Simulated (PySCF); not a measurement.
Structure revision by computed shifts

A compound C₃H₄ gives the data below (simulated from a calculation) and was assigned the structure `C1=CC1`.

13C{1H} NMR (computed): δ 83.6 (C), 71.5 (CH), 4.7 (CH3).

1H NMR (300 MHz, computed): δ 1.85 (d, J = 4.1 Hz, 3H), 1.38 (q, J = 4.1 Hz, 1H).

- couplings computed with B3LYP/pcJ-2
- NMR shieldings at B97-2/pcSseg-2/GIAO
- PBE0-D3(BJ)/def2-TZVP structure
- run in PySCF
- no solvent model, one averaged value for each set of equivalent atoms, one conformer, no relativistic terms

Shifts are taken against calculated references (same method and geometry level): TMS for 1H (σ = 31.64 ppm), 13C (σ = 185.38 ppm).

(1) Compare with the shifts computed for the proposed structure, pairing carbons in order of shift.

(2) Which isomer fits?

## Answers

(1) Structure with atom numbers: `[CH:1]1=[CH:2][CH2:3]1`; H(Xn) means a hydrogen on atom n.

| atom | computed for proposal | given list | difference |
| --- | --- | --- | --- |
| C1 | 117.8 | 83.6 | +34.2 |
| C2 | 117.8 | 71.5 | +46.3 |
| C3 | 5.1 | 4.7 | +0.4 |

The rms difference is 33.2 ppm and the largest +46.3 ppm at C2 (alkene CH). The proposal also would give 2 carbon signals, not 3. The carbon types in order of shift don't match either: CH, CH, CH2 for the proposal against C, CH, CH3 in the data. The proposal doesn't fit.

(2) `C#CC`.

- Carbon types of the structure: 1 × C, 1 × CH, 1 × CH3, which accounts for all hydrogens.
- δC 83.6: alkyne carbon; the triple bond shields along its axis, which puts it between sp3 and sp2 carbons.
- δC 71.5: terminal alkyne carbon; the triple bond shields along its axis, which puts it between sp3 and sp2 carbons.
- δC 4.7: propargylic methyl carbon; a saturated carbon with 1 carbon neighbour and no heteroatom attached.
- δH 1.38: hydrogen on a terminal alkyne carbon; it lies on the axis of the triple bond, in its shielding cone.

Multiplet labels drop couplings under 1 Hz and merge nearly equal ones. Shifts are as computed. Against solution values, carbons near 30 ppm lie about +3 ppm off and those near 130 ppm about +7 ppm. Of 1211 compounds with measured shifts, 218 miss one by over three times the rms of a fit or turn the order of signals round; such compounds aren't used in these exercises.
